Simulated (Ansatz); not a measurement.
**PS (quartet): trial inputs and their diagnosis**

4 inputs are run for PS (quartet) as typed; the log has to tell whether the result can be used and what must change.

Method: the settings change from run to run; program: Ansatz 0.2.0, Gaussian basis.

12 further runs of the same task are left out: 7 that didn't finish, 5 set aside as unsound or not needed.

## (1) What is computed

The geometry is a PBE0/def2-TZVP stationary point (not a proven minimum).

2 atoms, charge 0, spin multiplicity 4.

Atoms are counted from 1 here; the program's logs count them from 0.

Bond lengths: P1–S2 2.137 Å.

## (2) Attempt 1

Input file in.yaml:

```yaml
crystal:
  periodic: [false, false, false]
  atoms:
    - {symbol: P, position_ang: [0.000000, 0.300000, 2.437000]}
    - {symbol: S, position_ang: [0.000000, 0.000000, 2.137000]}
basis:
  gaussian: {orbitals: cc-pVDZ}
magnetization: {spin_polarized: false, initial_magnetization: 3}
correlation: {method: mp2, electrons: valence}
output: {forces: true}
```

On the command line:

```console
ansatz run in.yaml --threads 1 --pin off --events-out ev --progress --plain --max-ram 2393MiB
```

Output:

```text
Functional definition: HF
  name "HF"
  cite "Fock, Z. Phys. 61, 126 (1930) doi:10.1007/BF01340294"
  parent pbe
  exchange = exact_x
  correlation = 0
397 factors; integrals over basis functions are off by at most 1.8e-5 eV
mean field evaluation 1: about -18976.4797 eV, gradient 3.0e1 eV
mean field evaluation 2: about -18978.1287 eV, gradient 3.0e1 eV
mean field evaluation 4: about -18980.0608 eV, gradient 2.5e0 eV
mean field evaluation 8: about -18980.1277 eV, gradient 6.7e-1 eV
mean field evaluation 16: about -18980.1379 eV, gradient 1.1e-6 eV
a density is far from that of the atoms, so the factors are made again for it
458 factors; integrals over basis functions are off by at most 3.3e-6 eV
mean field evaluation 32: about -18979.9174 eV, gradient 5.7e0 eV
mean field -18980.13815889 eV, -697.5072121394 hartree, gradient 1.0e-5 eV, S^2 3.750000; 1 other end points of the search recorded, 0 dependent functions left out
10 core orbitals not correlated: weight in the atoms' cores, before any rotation towards them, 0.984 or more for the frozen orbitals, at most 0.009 for the correlated occupied ones
reference -18980.13815889 eV, -697.5072121394 hartree; 7, 4 occupied and 19, 22 virtual orbitals, 458 factors
second order -4.37160386 eV of doubles, -0.06407001 eV of singles
the calculation of the forces begins
mean field evaluation 64: about -18980.1382 eV, gradient 1.0e-5 eV
Total energy: -18984.57383276 eV, -697.6702201478 hartree
Atom 0 at     0.000000     0.300000     2.437000 Å, force    -0.000000  5236.759170  5236.759170 eV/Å
Atom 1 at     0.000000     0.000000     2.137000 Å, force     0.000000 -5236.759170 -5236.759170 eV/Å
Dipole moment:     0.000000    -0.299428    -0.299428 e Å
```

It took 1.1 s on 1 thread of Arm Neoverse V2, shared host.

Diagnosis: The run converged, which proves nothing about the input. One atom lies on top of another. The shortest distance is 0.42 Å, against 2.14 Å in the geometry of step 1. Its energy belongs to another geometry. To mend it, restore its position.

## (3) Attempt 2

Input file in.yaml:

```yaml
crystal:
  periodic: [false, false, false]
  atoms:
    - {symbol: P, position_ang: [0.000000, 0.000000, 0.000000]}
    - {symbol: S, position_ang: [0.000000, 0.000000, 2.137000]}
basis:
  gaussian: {orbitals: def2-SVP}
correlation: {active_space: {window: {electrons: 5, orbitals: 5}}}
accuracy: high
magnetization: {spin_polarized: true, initial_magnetization: 3}
```

Same command.

Output:

```text
Error: invalid value for `correlation.active_space`: it starts from restricted Hartree–Fock orbitals; set hamiltonian.xc: hf without magnetization.spin_polarized
```

Run time: 0.03 s. Hardware: 1 thread of Arm Neoverse V2, shared host.

**Diagnosis.** The run was refused. An active space is asked on unrestricted orbitals. Fix: drop spin_polarized: true.

## (4) Attempt 3

Input file in.yaml:

```yaml
crystal:
  periodic: [false, false, false]
  atoms:
    - {symbol: P, position_ang: [0.000000, 0.000000, 0.000000]}
    - {symbol: S, position_ang: [0.000000, 0.000000, 2.137000]}
basis:
  gaussian: {orbitals: cc-pVDZ}
magnetization: {spin_polarized: false, initial_magnetization: 3}
correlation: {method: sc_nevpt2, electrons: outside_noble_gas, active_space: {window: {electrons: 5, orbitals: 5}, states: [{multiplicity: 4, weights: [1, 1]}], root: 5}}
scf: {lower_state_search: light}
```

The command is unchanged.

Output:

```text
Error: the active space averages no state 5, counted from zero
```

Run time: 0.03 s. Hardware: 1 thread of Arm Neoverse V2, shared host.

What is wrong: The run was refused. The root asked for lies beyond the states averaged. To mend it, average more states or name a lower root.

## (5) Attempt 4

Input file in.yaml:

```yaml
crystal:
  periodic: [false, false, false]
  atoms:
    - {symbol: P, position_ang: [0.000000, 0.000000, 0.000000]}
    - {symbol: S, position_ang: [0.000000, 0.000000, 1.130900]}
basis:
  gaussian: {orbitals: "6-31G*"}
magnetization: {spin_polarized: false, initial_magnetization: 3}
hamiltonian: {xc: {name: PBE0}}
correlation: {method: bccd, electrons: outside_noble_gas}
output: {forces: true}
```

The command is unchanged.

Output, shortened:

```text
Functional definition: PBE0
  name "PBE0"
  cite "Adamo & Barone, J. Chem. Phys. 110, 6158 (1999) doi:10.1063/1.478522"
  cite "Perdew, Burke & Ernzerhof, Phys. Rev. Lett. 77, 3865 (1996) doi:10.1103/PhysRevLett.77.3865"
  parent pbe
[...]
334 factors; integrals over basis functions are off by at most 4.1e-4 eV
[...]
mean field -20068.38015545 eV, -737.4993678761 hartree, gradient 8.8e-7 eV, S^2 3.750000; 0 other end points of the search recorded, 0 dependent functions left out
10 core orbitals not correlated: weight in the atoms' cores, before any rotation towards them, 0.999 or more for the frozen orbitals, at most 0.000 for the correlated occupied ones
reference -20040.93439484 eV, -736.4907547771 hartree; 7, 4 occupied and 21, 24 virtual orbitals, 334 factors
second order -5.13883479 eV of doubles, -0.17855747 eV of singles
cycle   1  -5.58089365 eV  change   -2.6e-1 eV  update   4.9e-2
[...]
cycle  11  -5.71087427 eV  change    3.9e-7 eV  update   9.0e-7
[...]
Total energy: -20046.64526911 eV, -736.7006255355 hartree
Atom 0 at     0.000000     0.000000     0.000000 Å, force    -0.000000    -0.000000  -194.494008 eV/Å
Atom 1 at     0.000000     0.000000     1.130900 Å, force     0.000000    -0.000000   194.494008 eV/Å
Dipole moment:    -0.000000     0.000000     0.089614 e Å
```

Run time: 2.9 s. Hardware: 1 thread of Arm Neoverse V2, shared host.

What is wrong: The run converged, which proves nothing about the input. The coordinates are scaled by the bohr-ångström factor. The shortest distance is 1.13 Å, against 2.14 Å in the geometry of step 1. Its energy belongs to another geometry. Fix: restore the coordinates in ångström.

## (6) Summary

```tsv
attempt	level	ended	cause	time
1	MP2 on ROHF/cc-pVDZ	converged	one atom lies on top of another	1.1 s
2	CASSCF(5,5)/def2-SVP	refused	an active space is asked on unrestricted orbitals	0.03 s
3	NEVPT2(5,5)/cc-pVDZ	refused	the root asked for lies beyond the states averaged	0.03 s
4	BCCD/6-31G*	converged	the coordinates are scaled by the bohr-ångström factor	2.9 s
```

2 converged, 2 refused. The input that converges on a wrong geometry or spin is the dangerous one: no error points at it, so geometry and ⟨S²⟩ have to be checked.
